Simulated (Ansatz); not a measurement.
## HCSi, doublet: reading a ladder of total energies

Geometry: that of the HCSi, quartet, kept fixed.

| atom | x (Å) | y (Å) | z (Å) |
| --- | --- | --- | --- |
| Si | 0.0000 | 0.0326 | 0.6172 |
| C | 0.0000 | -0.1270 | -1.2686 |
| H | 0.0000 | 0.6065 | -2.0825 |

Basis 6-31G; Ansatz 0.2.0. Correlated methods freeze the noble-gas cores, which leaves 9 electrons in 18 orbitals. R marks a restricted (for open shells ROHF) determinant.

Full CI is exact within this basis and frozen core; it isn't the basis-set limit.

Runs differ by some tens of microhartree through their thresholds and, for an open shell, their frozen cores, so steps under 0.03 kcal/mol mean nothing.

| level | total energy (hartree) |
| --- | --- |
| RHF | -327.165774 |
| RMP2 | -327.295685 |
| RCCSD | -327.324360 |
| RCCSD(T) | -327.330732 |
| RCCSDT | -327.332074 |
| RCCSDT(Q) | -327.333105 |
| RCCSDTQ | -327.333098 |
| full CI | -327.333249 |

**Question.** What is the correlation energy at full CI, and what share of it do RMP2 and RCCSD recover?

**Answer.** E(corr) = -327.333249 − (-327.165774) = -0.167475 hartree = -4.557 eV. RMP2: -0.129911 / -0.167475 = 77.57 %. RCCSD: -0.158586 / -0.167475 = 94.69 %.

**Question.** By how many kcal/mol does RCCSD(T) miss full CI (1 hartree = 627.509 kcal/mol), and which steps make up the rest?

**Answer.** -327.330732 − (-327.333249) = 0.002517 hartree = 1.58 kcal/mol. Steps: RCCSDT − RCCSD(T) = -0.84, RCCSDT(Q) − RCCSDT = -0.65, RCCSDTQ − RCCSDT(Q) = 0.00, full CI − RCCSDTQ = -0.09 kcal/mol. With more than one leading determinant such errors change with state and geometry, and needn't cancel in differences.
